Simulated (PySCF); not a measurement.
## Simulated absorption spectrum

Species: C₄H₅NS.
Structure used (GFN2-xTB), in Å, numbered top down from 1:
```
atom  x, y, z in Å
N1     2.109    0.200   -0.177
C2     0.733    0.182   -0.073
C3    -0.084   -0.895    0.103
C4    -1.455   -0.552    0.060
C5    -1.670    0.769   -0.138
S6    -0.184    1.645   -0.283
H7     2.544    1.092   -0.002
H8     2.575   -0.573    0.274
H9     0.281   -1.896    0.251
H10   -2.248   -1.270    0.174
H11   -2.596    1.300   -0.215
```

Computed with PySCF, TDDFT PBE0/def2-SVPD, vertical, gas phase, core orbitals frozen in the response.

Each state is given a Gaussian of 0.5 eV full width at half maximum, with ε(max) = 2.175×10⁸ f / Δν̃ (Δν̃ the width in cm⁻¹). The width is an assumption, not a result. The curve ends short of the highest state used, and states not computed would add to its high-energy end.

(λ (nm), ε (L mol⁻¹ cm⁻¹)): (213.7, 845), (216.3, 694), (218.8, 590), (221.4, 580), (224.0, 719), (226.6, 1052), (229.1, 1586), (231.7, 2370), (234.3, 3352), (236.9, 4440), (239.4, 5459), (242.0, 6339), (244.6, 6900), (247.2, 7062), (249.7, 6834), (252.3, 6257), (254.9, 5442), (257.5, 4514), (260.0, 3621), (262.6, 2773), (265.2, 2056), (267.7, 1505), (270.3, 1068), (272.9, 750), (275.5, 525), (278.0, 375), (280.6, 266), (283.2, 190), (285.8, 137), (288.3, 101), (290.9, 73), (293.5, 52), (296.1, 37), (298.6, 26), (301.2, 18), (303.8, 12), (306.4, 8), (308.9, 6), (311.5, 4), (314.1, 2), (316.6, 1), (319.2, 1), (321.8, 1), (324.4, 0)

(1) Locate the maxima and give the states behind the curve.

(2) Coming from long wavelengths, where does ε first pass 100 L mol⁻¹ cm⁻¹?

(3) On this curve, what absorbance would a 10⁻⁴ mol/L sample give at 308 nm over a 1 cm path?

## Answers

(1) 247 nm (5.02 eV), ε about 7100, made up of S2 (97%) (ε in L mol⁻¹ cm⁻¹; maxima over ε = 5, shares over 10%). At its high-energy end, 5.80 eV, the curve is still rising (ε about 840, from S4, S5 and S6). The states used: S1 4.57 eV (f 0.0032); S2 5.02 eV (f 0.128); S3 5.29 eV (f 0.0069); S4 5.87 eV (f 0.0075); S5 5.94 eV (f 0.0035); S6 6.04 eV (f 0.0091); S7 6.20 eV (f 0.0011); S8 6.40 eV (f 0.0026).

(2) At about 288 nm (4.30 eV), 0.27 eV below S1.

(3) 308 nm is 4.025 eV, where ε is about 6.5 L mol⁻¹ cm⁻¹, so A = ε c l ≈ 0.00065 (Beer–Lambert, with the gas-phase spectrum and the assumed width).
